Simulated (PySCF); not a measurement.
The vertical singlet excitations below were computed for one of the candidates. Theory: TDDFT CAM-B3LYP/def2-SVPD, vertical, gas phase, core orbitals frozen in the response (PySCF). Geometries: PBE0-D3(BJ)/def2-SVP, one conformer each.

```json
{"state": "S1", "λ (nm)": "178.1", "f": "0.0000"}
{"state": "S2", "λ (nm)": "166.6", "f": "0.303"}
{"state": "S3", "λ (nm)": "165.6", "f": "0.035"}
{"state": "S4", "λ (nm)": "152.7", "f": "0.0000"}
{"state": "S5", "λ (nm)": "139.1", "f": "0.0000"}
{"state": "S6", "λ (nm)": "134.5", "f": "0.012"}
{"state": "S7", "λ (nm)": "127.2", "f": "0.0000"}
{"state": "S8", "λ (nm)": "123.0", "f": "0.0054"}
{"state": "S9", "λ (nm)": "120.2", "f": "0.018"}
{"state": "S10", "λ (nm)": "120.1", "f": "0.0000"}
```

Orbital energies (eV): HOMO-3 -14.93, HOMO-2 -13.57, HOMO-1 -12.36, HOMO -9.05, LUMO 1.19, LUMO+1 1.66, LUMO+2 1.67.

Question: Which structure fits?
A. `F/C=C/F`
B. `F[SiH2]C1CC1`
C. `C[Si@@H]1C[C@@H]1F`

Answer: A. Its S1 lies at 6.96 eV; the nearest of the others has S1 at 7.76 eV. S1 is HOMO→LUMO+1 (84%). Löwdin shares by element: HOMO carbon 64%, fluorine 31%; LUMO carbon 70%, hydrogen 15%. At the same level the other candidates give, for their lowest levels:
- `F[SiH2]C1CC1`: 160 nm (f 0.007); 153 nm (f 0.037); 150 nm (f 0.006); 147 nm (f 0.012); 145 nm (f 0.043); T1 7.43 eV; HOMO -9.95, LUMO 1.10 eV
- `C[Si@@H]1C[C@@H]1F`: 202 nm (f 0.007); 188 nm (f 0.164); 185 nm (f 0.021); 175 nm (f 0.002); 170 nm (f 0.012); T1 5.24 eV; HOMO -8.12, LUMO 1.12 eV
Triplets come from the Tamm–Dancoff approximation.
